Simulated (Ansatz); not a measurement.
## HCO⁺, triplet: reading a ladder of total energies

Geometry: that of the HCO, doublet, kept fixed. The singlet lies 5.0 eV lower here.

```xyz
3

O     0.0000    0.0746    0.5425
C     0.0000   -0.1522   -0.6041
H     0.0000    0.6297   -1.4126
```

Basis cc-pVDZ; Ansatz 0.2.0. Only valence electrons are correlated (noble-gas cores frozen), which leaves 10 electrons in 31 orbitals. Prefix R: restricted or restricted open-shell reference; prefix U: unrestricted.

Full CI isn't at hand for all of this; UCCSDTQ serves as the reference, and is uncertain by the last step of the cluster series or more.

The largest doubles amplitude grows up the series, to 0.21: the determinant mixes near-degenerate terms, and the last step may understate the doubt.

UCCSD has a T1 diagnostic of 0.031 and a largest doubles amplitude of 0.09.

Runs differ by some tens of microhartree through their thresholds and, for an open shell, their frozen cores, so steps under 0.03 kcal/mol mean nothing.

| level | total energy (hartree) |
| --- | --- |
| UHF | -112.814532 |
| UMP2 | -113.031532 |
| UCCSD | -113.060849 |
| UCCSD(T) | -113.068250 |
| UCCSDT | -113.070485 |
| UCCSDT(Q) | -113.071118 |
| UCCSDTQ | -113.071082 |

What is the correlation energy at UCCSDTQ, and what share of it do UMP2 and UCCSDT recover?

E(corr) = -113.071082 − (-112.814532) = -0.256550 hartree = -6.981 eV. UMP2: -0.217000 / -0.256550 = 84.58 %. UCCSDT: -0.255953 / -0.256550 = 99.77 %.

By how many kcal/mol does UCCSD(T) miss UCCSDTQ (1 hartree = 627.509 kcal/mol), and which steps make up the rest?

-113.068250 − (-113.071082) = 0.002832 hartree = 1.78 kcal/mol. Steps: UCCSDT − UCCSD(T) = -1.40, UCCSDT(Q) − UCCSDT = -0.40, UCCSDTQ − UCCSDT(Q) = 0.02 kcal/mol. Differences between like states or geometries often cancel part of this.
